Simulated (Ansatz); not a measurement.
Two isomers of C2H6Si: A = `CC[SiH]`, B = `C1C[SiH2]1`.

Calculated with Ansatz (gas phase, PBE0-D4/def2-TZVP geometries, no zero-point term in ΔE). CCSD(T)/CBS adds triple-zeta CCSD(T) − MP2 to the extrapolated MP2 energy (def2 sets, frozen cores). Functionals use def2-TZVPP. B3LYP here is the variant with VWN-RPA as its local correlation; programs differ in this.

A:

```xyz
9

C    -0.9607    0.0758    0.0267
C     0.4773    0.0418    0.5275
Si    1.8493   -0.7456   -0.5078
H    -1.6071    0.6750    0.6747
H    -1.3871   -0.9296   -0.0128
H    -1.0133    0.4899   -0.9824
H     0.5362   -0.3060    1.5642
H     0.8866    1.0742    0.5647
H     1.2188   -0.3755   -1.8546
```

B:

Z-matrix (Å, degrees):
```
C
Si 1 1.847
C 1 1.543 2 65.3
H 1 1.085 2 119.2 3 -107.6
H 1 1.085 2 119.2 3 107.6
H 2 1.478 1 119.3 3 105.0
H 2 1.478 1 119.3 3 -104.9
H 3 1.085 1 116.3 2 -111.9
H 3 1.085 1 116.3 2 111.8
```

Task: Which is lower in electronic energy at CCSD(T)/CBS, and by how much? (Estimate.)

Result: The calculation gave: B, by 63.2 kJ/mol.

Task: Give E(B) − E(A) in kJ/mol with B3LYP, CCSD/def2-TZVPP, B2PLYP, LDA (SPW92), PBE0-D4, MP2/def2-TZVPP, HF/def2-TZVPP. (An estimate is asked.)

Result: Ansatz gave: B3LYP -59.0, CCSD/def2-TZVPP -55.5, B2PLYP -64.2, LDA (SPW92) -83.2, PBE0-D4 -72.6, MP2/def2-TZVPP -76.3, HF/def2-TZVPP -47.6. None reverses the order clearly.

Task: Does the order hold for the free energy at 298.15 K (harmonic terms from PBE0-D4)? (Estimate.)

Result: The calculation gave: Yes: G(B) − G(A) = -61.3 kJ/mol.

Largest T1 diagnostic: 0.012.

In def2-TZVPP, CCSD(T) changes the Hartree–Fock value by −11.9 kJ/mol (the triples alone add −4.0 kJ/mol) and MP2 by −28.7 kJ/mol. Leaving LDA and LC-ωPBE aside and taking each functional with its dispersion term where it has one, the values, not all of them listed here, spread over 30.6 kJ/mol, from r2SCAN-D4 to BLYP-D4. LDA lies −11.6 kJ/mol from PBE without D4.
